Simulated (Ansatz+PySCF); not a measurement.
## doublet CH₄O(+): levels of theory in one basis

```xyz
6

C     0.0000    0.0835   -0.3268
O     0.0000   -0.5305    0.8812
H     0.8388   -0.4028   -0.9422
H     0.0000    0.0837    1.6537
H     0.0000    1.1688   -0.3236
H    -0.8388   -0.4028   -0.9422
```

Basis set: cc-pVTZ (spherical functions). Correlated methods keep 2 orbitals frozen. Correlation on ROHF uses semicanonical orbitals with singles. Charge 1, multiplicity 2.

Computed with Ansatz (development build ahead of 0.2.0) and PySCF 2.14.0; each method stands on the lowest determinant of its kind that the runs found.

```json
{"method": "ROHF", "E − E(ROHF) (eV)": "0.00", "<S²> of the determinant": "0.75"}
{"method": "UHF", "E − E(ROHF) (eV)": "-0.22", "<S²> of the determinant": "0.77"}
{"method": "ROHF-MP2", "E − E(ROHF) (eV)": "-10.54", "<S²> of the determinant": "–"}
{"method": "UHF-MP2", "E − E(ROHF) (eV)": "-10.55", "<S²> of the determinant": "0.77"}
```

What does ROHF-CCSD(T) give on the same scale?

-11.79 eV.

Caution for ROHF-MP2, ROHF-CCSD(T): large amplitudes, a single reference is doubtful.
